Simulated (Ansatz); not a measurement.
A made-up structure of CH5MgSi (charge +1), closed shell:

| atom | x (Å) | y (Å) | z (Å) |
| --- | --- | --- | --- |
| C1 | -0.7117 | 0.2383 | -0.5413 |
| Mg2 | 0.1709 | 1.4297 | -1.9732 |
| Si3 | 0.5560 | -0.3877 | 0.7083 |
| H4 | -1.1914 | -0.5574 | -1.1197 |
| H5 | -1.4836 | 0.8793 | -0.1041 |
| H6 | 1.2904 | 2.5383 | -2.6633 |
| H7 | 1.5872 | -1.1602 | -0.0305 |
| H8 | -0.1251 | -1.2333 | 1.7167 |

It is relaxed with PBE-D4/def2-SVP and then PBE0-D4/def2-TZVP (Ansatz 0.2.0). Atoms count as bonded within 1.22 times the sum of their covalent radii (H–H: 0.88 Å). The end point is not checked to be a true minimum.

Q: Does its bonding change? (A judgement: the text doesn't fix the answer.)

A: Computed: No: no bond forms or breaks.

Where it ends: The first stage lowers the energy by 1.75 eV in 11 steps. It ends as CH₅MgSi ([MgH][CH2][SiH2]), total charge +1:
```json
{"atom": "C1", "x (Å)": "-0.6929", "y (Å)": "0.0222", "z (Å)": "-0.6282"}
{"atom": "Mg2", "x (Å)": "0.3171", "y (Å)": "1.6667", "z (Å)": "-1.7154"}
{"atom": "Si3", "x (Å)": "0.2990", "y (Å)": "-0.7784", "z (Å)": "0.5537"}
{"atom": "H4", "x (Å)": "-0.9506", "y (Å)": "-0.5517", "z (Å)": "-1.5226"}
{"atom": "H5", "x (Å)": "-1.5119", "y (Å)": "0.6376", "z (Å)": "-0.2458"}
{"atom": "H6", "x (Å)": "1.0474", "y (Å)": "2.9112", "z (Å)": "-2.5523"}
{"atom": "H7", "x (Å)": "1.1781", "y (Å)": "-1.8982", "z (Å)": "0.1741"}
{"atom": "H8", "x (Å)": "0.4066", "y (Å)": "-0.2624", "z (Å)": "1.9295"}
```

Labels in which every atom is bracketed show which atoms are joined, not bond orders.

For scale, one of the runs: PBE0-D4/def2-TZVP relaxation, 130 basis functions, launched by `ansatz run in.yaml --threads 2 --pin off --events-out ev --progress --plain --max-ram 4352MiB`. The run took about 18 s on 2 CPU threads of an Arm Neoverse V2 (shared host).
